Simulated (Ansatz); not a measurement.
Geometry optimisation, Ansatz 0.2.0, RKS PBE0-D4/def2-SVP.

Input file:

```yaml
crystal:
  periodic: [false, false, false]
  atoms:
    - { symbol: Si, position_ang: [0.310286, -0.021929, -0.030818] }
    - { symbol: Si, position_ang: [0.912281, -0.032993, 2.133251] }
    - { symbol: H, position_ang: [-0.14183, -0.207278, 3.180994] }
    - { symbol: H, position_ang: [1.948164, -1.10342, 2.312726] }
    - { symbol: H, position_ang: [1.578039, 1.291197, 2.346211] }
    - { symbol: H, position_ang: [1.715815, 0.172762, -0.416074] }
    - { symbol: Si, position_ang: [-0.983838, 1.815868, -0.696833] }
    - { symbol: H, position_ang: [-2.42025, 1.415336, -0.802563] }
    - { symbol: H, position_ang: [-0.859386, 2.912128, 0.312364] }
    - { symbol: H, position_ang: [-0.526541, 2.326459, -2.026812] }
    - { symbol: H, position_ang: [-0.194441, -1.319529, -0.576646] }
basis:
  gaussian: { orbitals: def2-SVP }
hamiltonian:
  xc: pbe0
  dispersion: d4
relax:
  f_tol: 0.03
  max_steps: 50
```

Run as:

```bash
$ ansatz run input.yaml --threads 2 --pin off --max-ram 3072MiB --backend cpu --events-out ev --progress --plain --runs-dir out
```

Question: Where does it end, and by what steps?

Answer: The forces met the threshold. The force dipped under the threshold on the way, but the program's further checks kept it going. After 12 steps the energy has fallen by 0.229 eV; H8 moved furthest, 0.80 Å.

| step | energy less start (eV) | largest force component (eV/Å) | accepted |
| --- | --- | --- | --- |
| 0 | 0.0000 | 1.296 | yes |
| 1 | -0.1306 | 0.283 | yes |
| 2 | -0.1956 | 0.062 | yes |
| 3 | -0.2110 | 0.023 | yes |
| 4 | -0.2133 | 0.279 | yes |
| 5 | -0.2189 | 0.102 | yes |
| 6 | -0.2240 | 0.010 | yes |
| 7 | -0.2217 | 0.274 | no |
| 8 | -0.2264 | 0.073 | yes |
| 9 | -0.2270 | 0.078 | yes |
| 10 | -0.2279 | 0.052 | yes |
| 11 | -0.2285 | 0.002 | yes |
| 12 | -0.2287 | 0.007 | yes |

```xyz
11
Properties=species:S:1:pos:R:3
Si 0.572 0.077 -0.144
Si 0.849 -0.062 2.181
H -0.477 -0.297 2.831
H 1.774 -1.176 2.552
H 1.411 1.226 2.695
H 1.893 0.349 -0.795
Si -0.933 1.803 -0.654
H -2.257 1.512 -0.023
H -0.417 3.096 -0.107
H -1.120 1.942 -2.131
H 0.044 -1.222 -0.669
```

Whether the end is a true minimum wasn't checked by a vibrational analysis.

The run took 20 s on 2 threads of Arm Neoverse V2, with other jobs on the host, peak memory 0.19 GiB.
